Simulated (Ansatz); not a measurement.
Ansatz (a first-principles code) input (CCSD(T)/cc-pVTZ):

Ansatz 0.2 input:
```yaml
crystal:
  periodic: [false, false, false]
  atoms:
    - {symbol: C, position_ang: [0.00050689, -0.00132078, 0.55496514]}
    - {symbol: F, position_ang: [-0.01645668, 1.26857246, -0.12029224]}
    - {symbol: F, position_ang: [1.10642385, -0.61968926, -0.12581178]}
    - {symbol: F, position_ang: [-1.09030510, -0.64800268, -0.12387274]}
basis:
  gaussian:
    orbitals: cc-pVTZ
total_charge: -1
magnetization: {spin_polarized: false}
correlation: {method: ccsd_t, electrons: outside_noble_gas}
```

Output:

```
Functional definition: HF
integrals: 0.18 GiB planned
766 factors; integrals over basis functions are off by at most 4.7e-4 eV
mean field: 0.32 GiB planned
mean field evaluation 1: about -9148.1169 eV, gradient 2.9e1 eV
mean field evaluation 2: about -9148.2739 eV, gradient 2.9e1 eV
mean field evaluation 4: about -9150.0783 eV, gradient 3.2e0 eV
mean field evaluation 8: about -9150.1289 eV, gradient 5.8e-2 eV
mean field evaluation 16: about -9149.6476 eV, gradient 1.2e1 eV
mean field -9150.12892611 eV, -336.2610358544 hartree, gradient 1.3e-6 eV, S^2 0.000000; 0 other end points of the search recorded, 0 dependent functions left out
4 core orbitals not correlated
reference -9150.12892611 eV, -336.2610358544 hartree; 13, 13 occupied and 103, 103 virtual orbitals, 766 factors
second order -25.05309594 eV of doubles, -0.00000000 eV of singles
coupled cluster: 0.48 GiB planned
cycle   1  -24.49838588 eV  change    5.5e-1 eV  update   1.0e-1
cycle   2  -25.02043117 eV  change   -5.2e-1 eV  update   3.0e-2
cycle   3  -25.14420272 eV  change   -1.2e-1 eV  update   1.4e-2
cycle   4  -25.12187327 eV  change    2.2e-2 eV  update   3.3e-3
cycle   5  -25.12058441 eV  change    1.3e-3 eV  update   1.6e-3
cycle   6  -25.12235514 eV  change   -1.8e-3 eV  update   4.9e-4
cycle   7  -25.12191913 eV  change    4.4e-4 eV  update   2.0e-4
cycle   8  -25.12186769 eV  change    5.1e-5 eV  update   4.3e-5
cycle   9  -25.12189506 eV  change   -2.7e-5 eV  update   1.8e-5
perturbative correction -0.83094156 eV, -0.0305365392 hartree
Total energy: -9176.08176273 eV, -337.2147850089 hartree
```
